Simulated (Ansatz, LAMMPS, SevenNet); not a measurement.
## Lattice constant a of bcc Ta: levels of theory against measurement

Reference value: 3.299 Å (measured, static lattice: zero-point anharmonic expansion removed; as tabulated in Mejia-Rodriguez and Trickey (2018), arXiv:1807.09216).

```
level (code)                    value (Å)
-----------------------------  ----------
MEAM library.meam-Ta (LAMMPS)       3.303
SevenNet-0 (SevenNet)               3.320
LDA (Ansatz)                        3.253
PBE (Ansatz)                        3.319
revPBE (Ansatz)                (withheld)
PBE-D3(BJ) (Ansatz)            (withheld)
PBE-D4 (Ansatz)                     3.305
r²SCAN (Ansatz)                     3.305
PBE0 (Ansatz)                  (withheld)
```

Problem. What belongs in the gaps?

Solution. 
- revPBE (Ansatz, a quantum-chemistry and plane-wave program), value (Å): 3.333
- PBE-D3(BJ) (Ansatz), value (Å): 3.285
- PBE0 (Ansatz), value (Å): 3.310

Errors against the reference: MEAM library.meam-Ta +0.12 %, SevenNet-0 +0.64 %, LDA -1.39 %, PBE +0.61 %, revPBE +1.03 %, PBE-D3(BJ) -0.42 %, PBE-D4 +0.18 %, r²SCAN +0.18 %, PBE0 +0.33 %.

Leaving aside MEAM library.meam-Ta, which can be fitted to such values or carry a doubt: Nearest, and too close to rank with a margin of 0.10 % (twice that across the reference) picked here for doubts on the reference and the settings: PBE-D4 (+0.18 %), r²SCAN (+0.18 %). LDA (-1.39 %) misses by most. Within 0.3 %: PBE-D4, r²SCAN.

Density-functional levels without +SOC have no spin–orbit coupling. Cutoffs and k meshes differ between the levels. Ansatz's density-functional and Hartree–Fock values are scalar-relativistic unless marked +SOC, with PAW data made under PBE.

Empirical potentials (MEAM library.meam-Ta) are fitted to chosen data, which need not cover the solid at hand: agreement can be built in, and what lay outside the fit can be far off. Machine-learned potentials (SevenNet-0) are trained on DFT data, which may include these solids.

Differences are worked out from the printed values.
